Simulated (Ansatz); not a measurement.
`CCCCC(C)(C)C` and `CC(C)CC(C)(C)C` differ in one atom or group.

Ansatz, PBE0-D4/def2-TZVP geometries, multiplicity 1. Each molecule was computed in one conformer, which needn't be the lowest.

```json
{"property": "LUMO energy (PBE0/def2-TZVPP) / eV", "`CCCCC(C)(C)C`": "1.04"}
{"property": "HOMO–LUMO gap (ωB97M-V/def2-TZVPP) / eV", "`CCCCC(C)(C)C`": "13.19"}
{"property": "LUMO energy (B3LYP/def2-TZVPP) / eV", "`CCCCC(C)(C)C`": "0.72"}
{"property": "LUMO energy (PBE/def2-TZVPP) / eV", "`CCCCC(C)(C)C`": "0.25"}
{"property": "HOMO energy (PBE/def2-TZVPP) / eV", "`CCCCC(C)(C)C`": "-7.18"}
{"property": "HOMO energy (PBE0/def2-TZVPP) / eV", "`CCCCC(C)(C)C`": "-8.49"}
```

Question: What does the change do to each property? (An estimate is asked.)

Answer: The calculation gave: 
```
                               property  `CC(C)CC(C)(C)C`  shift
     LUMO energy (PBE0/def2-TZVPP) / eV              0.97  -0.07
HOMO–LUMO gap (ωB97M-V/def2-TZVPP) / eV             13.04  -0.15
    LUMO energy (B3LYP/def2-TZVPP) / eV              0.66  -0.06
      LUMO energy (PBE/def2-TZVPP) / eV              0.18  -0.07
      HOMO energy (PBE/def2-TZVPP) / eV             -7.09   0.09
     HOMO energy (PBE0/def2-TZVPP) / eV             -8.39   0.10
```

With PBE0 the HOMO rises by 0.10 eV and the LUMO falls by 0.07 eV, so the gap narrows by about 0.17 eV. PBE moves the HOMO by 0.09 eV and ωB97M-V by 0.10 eV.

B3LYP here is the variant with VWN-RPA as its local correlation; programs differ in this.
